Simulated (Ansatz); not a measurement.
I need a polarisability from point charges of BH3O2, SMILES OBO. Use Ansatz's Python interface. Level of theory (for the species named): B3LYP, def2-SVPD basis, multiplicity 1, D3BJ dispersion.

The script reads `bh3o2.xyz`:
```text
6

O    -1.00250   -0.74050   -0.53670
B     0.28350   -0.16210   -0.31770
O     0.83880   -0.20340    1.00660
H    -1.58330    0.08430   -0.40540
H     0.90520    0.29190   -1.23260
H     0.60040    0.66570    1.43960
```

`run_field.py`
```python
import ansatz as az
import numpy as np

BASIS_SET = "def2-SVPD"
XC = "b3lyp"
VDW = "d3bj"


def main() -> None:
    system = az.Crystal.molecule_from_extxyz("bh3o2.xyz")

    calc = (
        system.calculation()
        .basis(gaussian=BASIS_SET)
        .functional(XC, dispersion=VDW)
        .forces()
    )
    centre = np.mean([site.position_ang for site in system.cartesian_sites], axis=0)
    field = 2 * 14.399645 * 3.0 / 25.0 ** 2


    def dipole(axis, sign):
        arm = 25.0 * np.eye(3)[axis]
        pair = [{"charge": sign * 3.0, "position_ang": (centre - arm).tolist()}, {"charge": -sign * 3.0, "position_ang": (centre + arm).tolist()}]
        deck = calc.input().set(az.key.basis.gaussian.point_charges, pair)
        return np.array(az.Session.from_dict(deck).plan().execute().report["charge_distribution"]["dipole_moment_e_ang"])


    print(f"field {field:.4f} V/A")
    alpha = np.array([(dipole(axis, 1) - dipole(axis, -1)) / (2 * field) * 14.399645 for axis in range(3)])
    print("polarisability tensor (A^3)")
    print(np.array2string(alpha, precision=3, suppress_small=True))
    print(f"mean {np.trace(alpha) / 3:.3f} A^3 = {np.trace(alpha) / 3 / 0.14818471:.2f} bohr^3")


if __name__ == "__main__":
    main()
```

```console
$ python run_field.py
field 0.1382 V/A
polarisability tensor (A^3)
[[4.137 0.175 0.201]
 [0.176 3.489 0.077]
 [0.2   0.076 4.133]]
mean 3.920 A^3 = 26.45 bohr^3
```

Notes:
- The geometry is a force-field or estimated start, not a minimum of this method, and the basis set is short of its limit. The field of two point charges is only nearly even.
- b3lyp holds the VWN-RPA fit, as in Gaussian; the form of ORCA and Turbomole is b3lyp5.
- Hardware and time: 14 s on 1 thread of Intel(R) Xeon(R) Platinum 8259CL CPU @ 2.50GHz (Skylake/Cascade Lake), with other jobs on the host, peak memory 0.22 GiB.

(Lines on the test bed's own set-up are left out of the output.)
